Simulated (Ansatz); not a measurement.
`CC#CC(F)F` at its PBE0-D4/def2-TZVP geometry, where that method's forces vanish. Charge 0, multiplicity 1.

```xyz
10

C     1.7426   -0.6409   -0.9208
C     0.5235   -0.1859   -0.2881
C    -0.4849    0.1813    0.2495
C    -1.7138    0.6629    0.8581
F    -2.6037   -0.3507    1.0183
F    -1.4718    1.1827    2.0895
H     1.8297   -0.2404   -1.9334
H     1.7609   -1.7314   -0.9814
H     2.6156   -0.3174   -0.3492
H    -2.1981    1.4398    0.2576
```

Question: What forces (eV/Å) does B3LYP-D4/def2-TZVPP give on these atoms in the Gaussian-basis code of Ansatz? (An estimate is asked.)

Answer: Ansatz gave: 
```
C1   0.138 -0.053 -0.067
C2  -0.182  0.067  0.095
C3   0.116 -0.036 -0.069
C4   0.137  0.216 -0.454
F5  -0.308 -0.328  0.048
F6   0.070  0.186  0.407
H7   0.014 -0.025  0.038
H8   0.018  0.043 -0.008
H9  -0.021 -0.022 -0.037
H10  0.020 -0.048  0.048
```

B3LYP here is the variant with VWN-RPA as its local correlation; programs differ in this.
